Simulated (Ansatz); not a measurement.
Mulliken charges of CH4FNS, SMILES `NC(F)S` from ωB97M-V/def2-TZVPP in Ansatz (PBE0-D4/def2-TZVP geometry).

```
atom   x (Å)   y (Å)   z (Å)  charge (e)
  N1   0.024   1.141  -0.511      -0.240
  C2   0.344  -0.051   0.161       0.127
  F3   1.441  -0.645  -0.423      -0.200
  S4  -1.042  -1.240   0.122      -0.158
  H5  -0.531   1.005  -1.345       0.119
  H6  -0.381   1.843   0.089       0.130
  H7   0.612   0.168   1.196       0.112
  H8  -0.375  -2.278   0.655       0.110
```

**Question.** By hand: the dipole of these point charges (1 e Å = 4.8032 D).

**Answer.** Σ q r = (-0.171, 0.172, 0.266) e Å, of length 0.360 e Å = 1.73 D.

**Question.** How does the dipole of the full density compare? (Estimate.)

**Answer.** Ansatz gave: (-0.248, 0.218, 0.240) e Å, 1.96 D; the point charges give 0.88 times that, at 12° from its direction.

Point charges leave out the atoms' own dipoles, such as those of lone pairs, and Mulliken's split depends on the basis, so the close match here is no proof of good charges.
